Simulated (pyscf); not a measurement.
A first-order saddle from PySCF, ωB97X-D3(BJ)/def2-SVP:

```xyz
8

O     -0.5399    -0.4475     1.4338
Si    -0.8794    -0.1658    -0.0661
O     -0.0991    -0.8288    -1.3451
O     -2.3354     0.3272    -0.6030
H     -0.0536     0.8618     0.9723
H     -0.0313     1.3917     0.1891
H      0.7201    -1.2970    -1.1457
H     -2.5072     0.2491    -1.5481
```
Charge 0, spin multiplicity 1.

Surface: singlet, charge 0. Lowest wavenumbers (cm⁻¹): 1247i, 287, 299, 356, 412.

### Question
Which two sides does it connect, and which bonds change?

### Answer
HO–SiH(OH)–OH ⇌ O=Si(OH)–OH + H₂, an elimination read from left to right: H–O, H–Si broken and H–H formed. At ωB97M-D3(BJ)/def2-TZVP it lies +60.0 kcal/mol from the left side and +15.0 kcal/mol from the right (each side as separated species at their lowest minima found). At the saddle there is also a short H–Si contact that neither side keeps. One saddle was located; it need not be the lowest between these sides.
